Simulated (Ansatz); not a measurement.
# CH₇BO: one species, many methods

The task here is to estimate one member of a computed series from the others.

Program: Ansatz 0.2.0, Gaussian basis. Level of theory: functionals in def2-TZVPP, the program's frozen cores in correlated methods. These are calculated values, not measurements.

Levels to be run: LDA (SPW92), PBE-D4, revPBE-D4, BLYP-D4, r2SCAN-D4, B97M-V, PBE0-D4, B3LYP-D4, r2SCANh-D4, r2SCAN0-D4, HSE06-D4, BHLYP-D4, CAM-B3LYP-D4, LC-ωPBE, ωB97X-V, ωB97M-V, B2PLYP, PBE-QIDH; CCSD(T)/def2-SVP; CCSD(T)/def2-TZVPP; MP2/def2-QZVPP; extrapolation to the limit; RPA on PBE.

**Structure used throughout**

All runs share one geometry, relaxed beforehand with PBE0-D4 in a triple-zeta def2 set.

SMILES `[BH3-][OH+]C`, 10 atoms, charge 0, spin multiplicity 1.

Atoms are counted from 1 here; the program's logs count them from 0.

Bond lengths: B1–O2 1.643 Å, B1–H4 1.206 Å, B1–H5 1.207 Å, B1–H6 1.213 Å, O2–C3 1.433 Å, O2–H7 0.963 Å, C3–H8 1.087 Å, C3–H9 1.091 Å, C3–H10 1.090 Å. Angles: O2–B1–H4 103.2°, O2–B1–H5 102.4°, O2–B1–H6 104.3°, H4–B1–H5 115.4°, H4–B1–H6 114.5°, H5–B1–H6 114.7°, B1–O2–C3 114.7°, B1–O2–H7 107.4°, C3–O2–H7 110.2°, O2–C3–H8 105.9°, O2–C3–H9 110.2°, O2–C3–H10 109.1°, H8–C3–H9 109.6°, H8–C3–H10 110.4°, H9–C3–H10 111.4°.

Coordinates:

```xyz
10
CH7BO
B    -1.0543    0.4328   -0.6868
O     0.5307    0.0481   -0.4851
C     0.8371   -0.5953    0.7576
H    -1.5981   -0.6438   -0.7089
H    -1.0454    1.0295   -1.7361
H    -1.3227    1.1126    0.2818
H     1.0385    0.8617   -0.5725
H     0.2708   -1.5230    0.7608
H     0.5203    0.0300    1.5939
H     1.9063   -0.8036    0.7983
```

The first run:

Contents of in.yaml:

```yaml
crystal:
  periodic: [false, false, false]
  atoms:
    - {symbol: B, position_ang: [-1.054314, 0.432782, -0.686777]}
    - {symbol: O, position_ang: [0.530692, 0.048119, -0.485142]}
    - {symbol: C, position_ang: [0.837117, -0.595332, 0.757639]}
    - {symbol: H, position_ang: [-1.598140, -0.643776, -0.708932]}
    - {symbol: H, position_ang: [-1.045442, 1.029489, -1.736148]}
    - {symbol: H, position_ang: [-1.322675, 1.112557, 0.281825]}
    - {symbol: H, position_ang: [1.038548, 0.861712, -0.572533]}
    - {symbol: H, position_ang: [0.270751, -1.523046, 0.760839]}
    - {symbol: H, position_ang: [0.520325, 0.030041, 1.593941]}
    - {symbol: H, position_ang: [1.906338, -0.803647, 0.798290]}
basis:
  gaussian: {orbitals: def2-TZVPP}
hamiltonian: {xc: lda}
output: {orbitals: {seedname: orbitals}}
```

Run with:

```
> ansatz run in.yaml --threads 4 --pin off --events-out ev --progress --plain --max-ram 10444MiB
```

Steps of the session up to this table: LDA; PBE-D4 (GGA); revPBE-D4 (GGA); BLYP-D4 (GGA); r2SCAN-D4 (meta-GGA); B97M-V (meta-GGA); PBE0-D4 (hybrid); B3LYP-D4 (hybrid); r2SCANh-D4 (hybrid); r2SCAN0-D4 (hybrid); HSE06-D4 (hybrid); BHLYP-D4 (hybrid); CAM-B3LYP-D4 (range-separated); LC-ωPBE (range-separated); ωB97X-V (range-separated); ωB97M-V (range-separated); B2PLYP (double hybrid); PBE-QIDH (double hybrid).

One table of the session follows, with a row left open; its other results are not shown here.

It belongs to the step «Frontier levels by functional». 

| functional | HOMO (eV) | gap (eV) |
| --- | --- | --- |
| LDA (SPW92) | -6.57 | 5.49 |
| PBE-D4 | -6.53 | 5.64 |
| revPBE-D4 | -6.50 | 5.69 |
| BLYP-D4 | -6.47 | 5.57 |
| r2SCAN-D4 | -6.84 | 6.61 |
| B97M-V | -6.96 | 6.33 |
| PBE0-D4 | -7.93 | 7.98 |
| B3LYP-D4 | ? | ? |
| r2SCANh-D4 | -7.36 | 7.42 |
| r2SCAN0-D4 | -8.14 | 8.62 |
| HSE06-D4 | -7.52 | 7.20 |
| BHLYP-D4 | -9.30 | 10.08 |
| CAM-B3LYP-D4 | -9.42 | 10.30 |
| LC-ωPBE | -10.81 | 13.05 |
| ωB97X-V | -10.46 | 12.49 |
| ωB97M-V | -10.30 | 11.88 |

**Question.** Estimate the row for B3LYP-D4.

Worked estimate for «HOMO (eV)». Against the share of exact exchange, BLYP-D4 (0, -6.47), BHLYP-D4 (0.5, -9.30) give a slope of -5.66 per unit share; at 0.2 the line stands at -7.60.

**Answer.** HOMO (eV): -7.75; gap (eV): 7.44. In «HOMO (eV)» the line misses by +0.15.
